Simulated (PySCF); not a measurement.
**Argon: a sound run and one with changed settings**

Sound run: Ar [Ar], Ar⁺ [Ne] 3s2 3p5. All numbers are calculated (PySCF 2.14, the non-relativistic Hamiltonian (point nucleus), in def2-TZVP (5s5p2d1f, 37 functions)). In the sound run the correlated levels freeze [Ne]. The sound run starts from symmetry-adapted Hartree-Fock orbitals and uses a fine grid where one is needed.

Changed run: all electrons correlated in a basis built for the valence shell.

| species | method | sound run (hartree) | changed run (hartree) | converged |
| --- | --- | --- | --- | --- |
| Ar | MP2 | -527.00599 | -527.10505 | yes |
| Ar | CCSD(T) | -527.03182 | -527.12876 | yes |
| Ar⁺ | MP2 | -526.42970 | -526.52839 | yes |
| Ar⁺ | CCSD(T) | -526.46080 | -526.55768 | yes |

Ionisation energy of Ar:

```
 method  sound run (eV)  changed run (eV)
    UHF          14.573            14.573
    MP2          15.682            15.692
SCS-MP2          15.578            15.585
   CCSD          15.498            15.499
CCSD(T)          15.538            15.540
```

A valence basis has no tight correlating functions, so it recovers only part of the core correlation, and not evenly between atom and ion.

For comparison, NIST gives 15.760 eV between the lowest levels.
